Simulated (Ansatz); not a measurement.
What each rung costs, and what it gives

Saddle point of CH₅ClSi, closed shell (CH₅ClSi ([CH3][SiH2][Cl]) → SiHCl ([SiH][Cl]) + CH₄; bonds formed: C2–H3; bonds broken: Si1–C2, Si1–H3), PBE0-D4/def2-TZVP structure:

```tsv
atom	x (Å)	y (Å)	z (Å)
Si1	-0.7368	1.1343	-0.1074
C2	0.3980	-0.7602	-0.2084
H3	0.0587	0.4257	-1.1692
H4	-1.7993	0.3334	0.5439
Cl5	0.4103	2.0174	1.3746
H6	1.3476	-0.7789	-0.7436
H7	-0.2656	-1.5507	-0.5521
H8	0.5870	-0.8210	0.8624
```

Barriers are electronic and count from the start structure reached by relaxing down the imaginary mode.

Ansatz 0.2.0; basis: as named in each row; cores frozen in the correlated methods. B3LYP uses VWN-RPA correlation. Extrapolation: Hartree–Fock as exp(−7.88 √X), correlation as X^−2.97.

Times are rough, for one single point on 2 threads of a shared host (Arm Neoverse V1).

The estimate by CCSD(T) at an estimated basis limit (MP2 extrapolated from triple and quadruple zeta, plus CCSD(T) − MP2 in triple zeta) is 76.96 kcal/mol.

```tsv
method	basis	time (s)	barrier (kcal/mol)	method less estimate
HF	STO-3G	under 1	127.51	50.54
PBE-D4	STO-3G	under 1	92.21	15.24
SPW92	def2-SVP	under 1	64.64	-12.32
PBE-D4	def2-SVP	under 1	66.69	-10.28
B3LYP-D4	6-31G	under 1	70.91	-6.05
PBE0-D4	def2-SVP	1	73.83	-3.13
SPW92	def2-TZVPP	1	65.16	-11.80
CCSD(T)	def2-SVP	2	77.64	0.68
PBE-D4	def2-TZVPP	2	67.08	-9.88
BLYP-D4	def2-TZVPP	2	68.83	-8.13
BHLYP-D4	def2-TZVPP	2	83.04	6.08
PBE0-D4	def2-TZVPP	3	74.13	-2.84
CAM-B3LYP-D4	def2-TZVPP	3	79.11	2.14
B3LYP-D4	def2-TZVPP	3	74.62	-2.34
r2SCAN-D4	def2-TZVPP	4	72.67	-4.29
RPA on PBE	def2-TZVPP	4	75.10	-1.87
r2SCAN0-D4	def2-TZVPP	5	77.45	0.49
B2PLYP	def2-TZVPP	5	76.91	-0.05
wB97M-V	def2-SVP	5	76.91	-0.05
wB97X-V	def2-TZVPP	8	80.67	3.71
wB97M-V	def2-TZVPP	8	77.51	0.54
PBE-QIDH	def2-TZVPP	9	79.57	2.61
B97M-V	def2-TZVPP	10	73.83	-3.14
MP2	def2-QZVPP	18	78.54	1.58
CCSD(T)	def2-TZVPP	37	77.18	0.22
```

All methods are single points on the PBE0-D4 structures.

The T1 diagnostic stays at or below 0.013. The restricted Hartree–Fock reference is unstable towards an unrestricted one at one or more of these structures.

Losses and insertions of silylenes and their heavier kin drive the gas-phase chemistry of silicon and germanium vapour deposition.

Labels in which every atom is bracketed show which atoms are joined, not bond orders.
